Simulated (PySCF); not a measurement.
# Frontier levels across methods

C₅H₇F.
Geometry (PBE0-D3(BJ)/def2-SVP, Å), atoms numbered from 1 in this order:
```
atom  x, y, z in Å
C1     2.437   -0.537    0.482
C2     1.315   -0.360    0.061
C3    -0.046   -0.133   -0.418
C4    -1.077   -0.961    0.350
C5    -0.367    1.359   -0.356
F6    -1.613    1.585   -0.882
H7     3.434   -0.699    0.848
H8    -0.084   -0.422   -1.484
H9    -0.882   -2.036    0.235
H10   -1.046   -0.719    1.423
H11   -2.085   -0.740   -0.030
H12   -0.353    1.708    0.691
H13    0.375    1.937   -0.931
```

Basis pcSseg-1 throughout (PySCF), one geometry. Geometry: PBE0-D3(BJ)/def2-SVP, one conformer, isolated molecule.

**Question.** How do the orbital energies, the gap and the dipole change with the method?

**Answer.** 
```
   method                    kind  HOMO (eV)  LUMO (eV)  gap (eV)  μ (D)  SCF cycles
     BLYP                     GGA      -6.54       0.04      6.58   1.02          15
     OPBE                     GGA      -6.65       0.05      6.70   0.95          16
    B97-D                     GGA      -6.66      -0.01      6.65   1.04          14
      PBE                     GGA      -6.70      -0.10      6.60   1.00          15
      KT3                     GGA      -6.71      -0.07      6.64   1.01          15
      KT2                     GGA      -6.72      -0.16      6.56   1.05          16
     BP86                     GGA      -6.81      -0.21      6.60   1.01          15
      LDA                     LDA      -6.88      -0.36      6.52   1.07          15
    B97-2           global hybrid      -7.70       0.88      8.59   1.16          14
    B3LYP           global hybrid      -7.72       0.70      8.42   1.16          14
     PBE0           global hybrid      -7.97       0.94      8.91   1.16          14
 mPW1PW91           global hybrid      -7.99       0.93      8.92   1.18          14
BHandHLYP           global hybrid      -9.06       1.94     11.00   1.32          14
CAM-B3LYP  range-separated hybrid      -9.34       2.04     11.38   1.22          14
  wB97X-D  range-separated hybrid      -9.87       2.76     12.63   1.21          14
       HF            Hartree–Fock     -10.74       4.26     14.99   1.48          11
  LC-wPBE  range-separated hybrid     -10.78       3.30     14.08   1.23          14
```

The HOMO spans 4.24 eV, from BLYP down to LC-wPBE, and the gap runs from 6.52 eV (LDA) to 14.99 eV (HF). Over the methods BLYP (0 %), OPBE (0 %), B97-D (0 %), PBE (0 %), KT3 (0 %), KT2 (0 %), BP86 (0 %), LDA (0 %), B97-2 (21 %), B3LYP (20 %), PBE0 (25 %), mPW1PW91 (25 %), BHandHLYP (50 %), HF (100 %), a straight line through the gap against the share of exact exchange rises by 0.85 eV for each 10 % (correlation coefficient 0.999). The dipole ranges from 0.95 D (OPBE) to 1.48 D (HF). This basis has no diffuse functions.
